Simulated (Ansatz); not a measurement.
Zone-centre TO phonon frequency of zinc-blende BAs at several levels of theory

No measured value is used here.

| level (code) | value (cm⁻¹) | cell (Å³/atom) |
|---|---|---|
| LDA (Ansatz) | 700 | 13.25 |
| PBE (Ansatz) | [?] | 13.90 |
| PBE-D3(BJ) (Ansatz) | 697 | 13.52 |
| r²SCAN (Ansatz) | 697 | 13.68 |
| HSE06 (Ansatz) | 718 | 13.58 |
| PBE0 (Ansatz) | [?] | 13.57 |

Task: Complete the blanks.

Result: 
- PBE (Ansatz, a quantum-chemistry and plane-wave program), value (cm⁻¹): 677
- PBE0 (Ansatz), value (cm⁻¹): 721

PBE-D3(BJ): the dispersion coefficients are held fixed in the derivatives. Each level is taken at its own relaxed cell. Cutoffs and k meshes differ between the levels. Ansatz's density-functional and Hartree–Fock values are scalar-relativistic unless marked +SOC, with PAW data made under PBE.
